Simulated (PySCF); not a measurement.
**Si2−: bond curves at several levels of theory**

An exercise on one series of results from a longer session: the logs are not shown, and one member is left open.

Computed with PySCF 2.14.0. Level: Si def2-TZVPPD, no relativity.

2 further runs of the same task are left out: 2 set aside as unsound or not needed.

Set-up of the first run:

Settings of the job:

* atoms: Si, Si
* charge: -1
* basis: Si def2-TZVPPD
* Hamiltonian: no relativity
* basis functions: 96
* electrons treated: 29
* masses in u: 27.9769, 27.9769
* levels: PBE0, PBE, r²SCAN, M06-2X, r²SCANh, revPBE, PW91, B3LYP, ωB97X, HF, MP2, SCS-MP2, CCSD, CCSD(T)
* grid: 80 radial by 434 angular points
* occupations: held fixed by the projection of orbital angular momentum
* dissociation limit: Si + Si−, each in its ground configuration
* starting distance in angstrom: 2.330
* values of 2S to try: 1, 3, 5

Started as:

```bash
OMP_NUM_THREADS=2 python dia.py task.json out
```

Steps of the session up to this table: The job; PBE0 along the bond; Other states along the same grid; PBE (GGA); r²SCAN (meta-GGA); M06-2X (hybrid meta-GGA); r²SCANh (hybrid meta-GGA); revPBE (GGA); PW91; B3LYP (global hybrid GGA); ωB97X (range-separated hybrid); UHF; MP2 and coupled cluster.

One of the session's tables, all rows but one given; the rest of the session is left out.

It belongs to the step «Constants by level of theory». Differences from CCSD(T) in the same basis:

| level | Re (mÅ) | ωe (%) |
| --- | --- | --- |
| UHF | -50 | +14.3 |
| UHF-MP2 | -2 | -0.5 |
| UHF-SCS-MP2 | -6 | +0.8 |
| UHF-CCSD | -17 | +4.5 |
| PBE | +4 | -1.7 |
| revPBE | ? | ? |
| PW91 | +1 | -1.6 |
| r²SCAN | -14 | +2.7 |
| r²SCANh | -22 | +4.5 |
| B3LYP | -14 | +1.7 |
| PBE0 | -23 | +4.7 |
| M06-2X | -35 | +7.1 |
| ωB97X | -57 | +13.1 |

Q: Estimate the row for revPBE from the others.

The run gave: Re (mÅ): +11; ωe (%): -2.5. In the column «Re (mÅ)» it is the highest.
